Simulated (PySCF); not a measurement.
**Basis-set dependence of excited states**

Species: phosphonium, PH4 (charge +1).
SMILES: `[PH4+]`

TDDFT with PBE0 (PySCF), vertical singlets, core orbitals frozen in the response, spherical d and f functions. Isolated species at its PBE0-D3(BJ)/def2-SVP geometry, gas phase.

**Question.** Compare 6-31G*, 6-31+G*, def2-SVP, def2-SVPD, def2-TZVP, aug-cc-pVDZ, def2-TZVPD and aug-cc-pVTZ for this molecule.

**Answer.** 

```tsv
basis	functions	diffuse	S1 (eV)	S2 (eV)	S3 (eV)	S4 (eV)	S5 (eV)	LUMO (eV)	α (au)
6-31G*	26	no	11.44	11.44	11.45	11.75	11.75	-5.78	17.6
6-31+G*	30	yes	11.43	11.43	11.43	11.75	11.75	-5.77	17.9
def2-SVP	38	no	11.59	11.59	11.59	11.89	11.89	-5.57	18.4
def2-SVPD	56	yes	11.19	11.20	11.20	11.46	11.46	-5.93	20.9
def2-TZVP	61	no	11.03	11.03	11.03	11.31	11.31	-6.08	20.1
aug-cc-pVDZ	63	yes	11.22	11.22	11.22	11.48	11.48	-5.91	21.2
def2-TZVPD	79	yes	11.00	11.00	11.00	11.26	11.27	-6.12	21.1
aug-cc-pVTZ	142	yes	11.08	11.08	11.08	11.35	11.35	-6.05	21.2
```

States are compared by their number. Against the largest diffuse basis here (aug-cc-pVTZ, itself not a converged limit), sets without diffuse functions differ by up to 0.51 eV in S1 and 0.55 eV in S5; the smaller diffuse sets differ by up to 0.35 and 0.40 eV. State by state, the largest deviation of a set without diffuse functions is S1 0.51, S2 0.51, S3 0.51, S4 0.55, S5 0.55 eV. The same number needn't mean the same state in each row. Against aug-cc-pVTZ the polarisability deviates by -17% in 6-31G*, -16% in 6-31+G*, -13% in def2-SVP, -1% in def2-SVPD, -5% in def2-TZVP, 0% in aug-cc-pVDZ, -1% in def2-TZVPD. A single + in a Pople set puts diffuse functions on heavy atoms only.
